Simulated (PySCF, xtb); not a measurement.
Bonds broken one at a time in the series Si Cl-OH. All species are isolated molecules in the gas phase. One relaxed conformer stands for each flexible species; it need not be the lowest. Strings in code marks are SMILES.

Quantity: homolytic bond dissociation enthalpy at 298 K (no spin–orbit term), in kcal/mol. Enthalpy corrections at 298 K come from GFN2-xTB frequencies (xtb).

Level 1: PBE-D3(BJ)/def2-TZVP // M06-2X/def2-TZVP (PySCF)
Level 2: BP86/6-31G* // M06-2X/def2-TZVP (PySCF)
Level 3: frozen-core MP2/6-31G* // M06-2X/def2-TZVP (PySCF)
Level 4: HF/STO-3G // M06-2X/def2-TZVP (PySCF)

```json
[
 {"species": "Si–Cl bond of `O[Si](O)(O)Cl`, giving `O[Si](O)O` and `[Cl]`", "level 1": "116.7", "level 2": "112.8", "level 3": "113.4", "level 4": "102.5"},
 {"species": "O–Si bond of `O[Si](O)(Cl)Cl` (H–O–Si–Cl torsion 59°, Cl–Si–O–H torsion -59°), giving `O[Si](Cl)Cl` (H–O–Si–Cl torsion 155°) and `[OH]`", "level 1": "127.6", "level 2": "123.4", "level 3": "130.5", "level 4": "76.0"},
 {"species": "Cl–Si bond of `Cl[Si](Cl)(Cl)Cl`, giving `Cl[Si](Cl)Cl` and `[Cl]`", "level 1": "106.9", "level 2": "99.9", "level 3": "102.3", "level 4": "72.9"},
 {"species": "O–Si bond of `O[Si](O)(O)O`, giving `O[Si](O)O` and `[OH]`", "level 1": "133.0", "level 2": "130.8", "level 3": "137.5", "level 4": "87.3"},
 {"species": "Si–Cl bond of `O[Si](O)(Cl)Cl` (H–O–Si–Cl torsion 59°, Cl–Si–O–H torsion -59°), giving `O[Si](O)Cl` (H–O–Si–Cl torsion 103°, Cl–Si–O–H torsion 43°) and `[Cl]`", "level 1": "113.2", "level 2": "107.4", "level 3": "108.4", "level 4": "90.2"},
 {"species": "O–Si bond of `O[Si](Cl)(Cl)Cl`, giving `Cl[Si](Cl)Cl` and `[OH]`", "level 1": "124.6", "level 2": "120.8", "level 3": "128.3", "level 4": "70.6"},
 {"species": "Si–Cl bond of `O[Si](Cl)(Cl)Cl`, giving `O[Si](Cl)Cl` (H–O–Si–Cl torsion 155°) and `[Cl]`", "level 1": "109.7", "level 2": "103.5", "level 3": "105.7", "level 4": "79.9"},
 {"species": "O–Si bond of `O[Si](O)(O)Cl`, giving `O[Si](O)Cl` (H–O–Si–Cl torsion 103°, Cl–Si–O–H torsion 43°) and `[OH]`", "level 1": "130.4", "level 2": "126.8", "level 3": "133.4", "level 4": "80.0"}
]
```
